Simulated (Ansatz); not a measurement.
# H2LiO: the cost of one run

Program: Ansatz 0.2.0. Level of theory: UKS B3LYP-D4/def2-SVP. These are calculated values, not measurements.

## Step 1: The structure to begin with

Bond lengths: Li1–O2 1.746 Å, O2–H3 0.971 Å, O2–H4 0.970 Å. Angles: Li1–O2–H3 127.4°, Li1–O2–H4 129.5°, H3–O2–H4 103.1°.

As a file:

```xyz
4

Li    0.0012   -0.0748   -1.6095
O     0.0045   -0.0009    0.1348
H     0.1610    0.7786    0.6923
H    -0.1667   -0.7029    0.7823
```

## Step 2: Preparing the start

The input, input.yaml:

```yaml
crystal:
  periodic: [false, false, false]
  atoms:
    - { symbol: Li, position_ang: [0.0012, -0.0748, -1.6095] }
    - { symbol: O, position_ang: [0.0045, -0.0009, 0.1348] }
    - { symbol: H, position_ang: [0.161, 0.7786, 0.6923] }
    - { symbol: H, position_ang: [-0.1667, -0.7029, 0.7823] }
total_charge: 1
magnetization:
  spin_polarized: true
basis:
  gaussian: { orbitals: def2-SVP }
hamiltonian:
  xc: b3lyp
  dispersion: d4
relax:
  f_tol: 0.02
  max_steps: 40
```

Command:

```
ansatz run input.yaml --threads 1 --pin off --max-ram 2048MiB --backend cpu --events-out ev --progress --plain --runs-dir out
```

Q: Estimate wall time and peak memory on 1 thread of Intel Xeon Platinum 8259CL at 2.50GHz (Skylake/Cascade Lake), shared host.

About 5.9 s, with a peak of 0.13 GiB.
